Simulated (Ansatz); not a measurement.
`CC(O)F` + H₂ → `OCF` + CH₄ at 500 K and 1 bar (hydrogenolysis of a C–C bond).

Gas-phase electronic energies from Ansatz, PBE0-D4/def2-TZVP geometries. CCSD(T)/CBS is the MP2 limit (def2-TZVPP, def2-QZVPP) plus CCSD(T) − MP2 in def2-TZVPP, frozen cores. This one scheme is used for every species. Each species was taken in one conformer, which may not be the lowest.

```
 species  CCSD(T)/CBS energy (Eh)  H − E (kJ/mol)  S (J/(mol·K))
`CC(O)F`               -254.08332           224.4          331.7
      H₂                 -1.17544            41.0          145.5
   `OCF`               -214.81254           142.5          286.9
     CH₄                -40.46206           135.6          206.8
```

H − E and S are ideal-gas, rigid-rotor, harmonic terms from PBE0-D4/def2-TZVP, for one conformer and one mirror image of each species. The MP2-based limit puts H₂ 0.8 mEh under its directly extrapolated value; such offsets cancel only in part. 1 Eh = 2625.50 kJ/mol, R = 8.31446 J/(mol·K).

Question: By hand: ΔE, ΔH, ΔS and ΔG.

Answer: ΔE = (-214.81254) + (-40.46206) − (-254.08332) − (-1.17544) = -0.01584 Eh = -41.6 kJ/mol. Δ(H − E) = 142.5 + 135.6 − 224.4 − 41.0 = 12.7, so ΔH = -28.9 kJ/mol. ΔS = 286.9 + 206.8 − 331.7 − 145.5 = 16.5 J/(mol·K). ΔG = -28.9 − 500 × (16.5)/1000 = -37.1 kJ/mol.

Question: By hand: the equilibrium constant, and the temperature at which ΔG would vanish if ΔH and ΔS stayed fixed.

Answer: log₁₀ K = −ΔG/(RT ln 10) = 3.9. ΔH and −TΔS have one sign here, so there is no such temperature.

ΔH outweighs TΔS. A doubt of 5 kJ/mol in ΔE shifts log₁₀ K by 0.5 here. Other conformers and mirror images would add mixing entropy, several J/(mol·K) or more a flexible species. These are equilibria of isolated gas molecules and say nothing of rates. Largest T1 diagnostic: 0.011 (customary marks: 0.02 for closed shells, 0.045 for open ones).
